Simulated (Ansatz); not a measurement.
# B2H2+ (doublet): wave-function methods side by side, def2-TZVPP

The task here is to estimate one member of a computed series from the others.

Computed with Ansatz 0.2.0, Gaussian basis. Level: def2-TZVPP, core rule «outside noble gas», up to 2 orbitals frozen.

Plan: UHF; ROHF; CCSD(T) on UHF.

2 further runs of the same task are left out: 2 set aside as unsound or not needed.

## What is computed

The geometry is a PBE0/def2-TZVP stationary point (not a proven minimum) of the parent state, kept for this charge and spin.

4 atoms, charge 1, spin multiplicity 2.

Atoms are counted from 1 here; the program's logs count them from 0.

Bond lengths: B1–B2 1.585 Å, B1–H3 1.197 Å, B1–H4 1.197 Å. Angles: B2–B1–H3 118.9°, B2–B1–H4 118.9°, H3–B1–H4 122.2°.

Set-up of the first run:

File in.yaml:

```yaml
crystal:
  periodic: [false, false, false]
  atoms:
    - {symbol: B, position_ang: [0.000000, 0.000000, 0.675628]}
    - {symbol: B, position_ang: [0.000000, 0.000000, -0.909454]}
    - {symbol: H, position_ang: [0.000000, 1.047868, 1.253990]}
    - {symbol: H, position_ang: [0.000000, -1.047868, 1.253990]}
basis:
  gaussian: {orbitals: def2-TZVPP}
total_charge: 1
magnetization: {spin_polarized: true, initial_magnetization: 1}
hamiltonian: {xc: hf}
output: {orbitals: {seedname: orbitals}}
```

Launch:

```console
$ ansatz run in.yaml --threads 1 --pin off --events-out ev --progress --plain --max-ram 4096MiB --backend cpu
```

Steps of the session up to this table: UHF; ROHF; CCSD(T) on UHF.

One table of the session follows, with a row left open; its other results are not shown here.

```
  method  from UCCSD(T) (meV)
    ROHF              +4389.8
     UHF              +4350.7
    UMP2               +916.5
   UCCSD                    ?
UCCSD(T)                    0
```

**Question.** Estimate the row for UCCSD.

The run gave: from UCCSD(T) (meV): +119.5. In the column «from UCCSD(T) (meV)» it lies between UCCSD(T) (0) and UMP2 (+916.5).
